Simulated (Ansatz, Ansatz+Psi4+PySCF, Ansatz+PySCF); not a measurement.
```xyz
4

C     0.6444    0.0000   -0.0625
H     1.1320   -1.0025    0.1339
H     1.1320    1.0025    0.1339
F    -0.6967    0.0000    0.0057
```

Basis set: cc-pVTZ (spherical functions). Correlated methods keep 2 orbitals frozen. Correlation on ROHF uses semicanonical orbitals with singles. Charge 0, multiplicity 2.

Computed with Ansatz (development build ahead of 0.2.0); each method stands on the lowest determinant of its kind that the runs found.

The atomization energy at this shape (free ground-state atoms in the same class of orbitals less the molecule, no zero-point energy) of doublet CH₂F:

| method | atomization energy |
| --- | --- |
| ROHF-MP2 | 13.38 eV |

**Question.** What does ROHF-CCSD(T) give?

**Answer.** 13.15 eV.
